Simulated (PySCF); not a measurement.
Ligands exchanged one at a time, B F-CH3. All species are isolated molecules in the gas phase. Strings in code marks are SMILES.

The dipole moment from two functionals at the same geometries (PBE0-D3(BJ)/def2-TZVP), both in PySCF: PBE-D3(BJ)/def2-TZVP and TPSSh-D3(BJ)/def2-TZVP. 

| species | TPSSh-D3(BJ)/def2-TZVP (D) |
|---|---|
| 0 of 3 F replaced by CH3 (`FB(F)F`) | 0.00 |
| 1 of 3 F replaced by CH3 | 1.60 |
| 2 of 3 F replaced by CH3 (`B(F)(C)C`) | 1.32 |
| 3 of 3 F replaced by CH3 | 0.04 |

Question: What does PBE-D3(BJ)/def2-TZVP give for each?

Answer: 
- 0 of 3 F replaced by CH3 (`FB(F)F`): 0.00
- 1 of 3 F replaced by CH3: 1.58
- 2 of 3 F replaced by CH3 (`B(F)(C)C`): 1.30
- 3 of 3 F replaced by CH3: 0.05
Over these rows, drawn at random from the members with no instability flagged (it was tested for open shells, ions and some series alone), PBE minus TPSSh-D3(BJ): mean -0.01 D, from -0.03 D to +0.01 D.
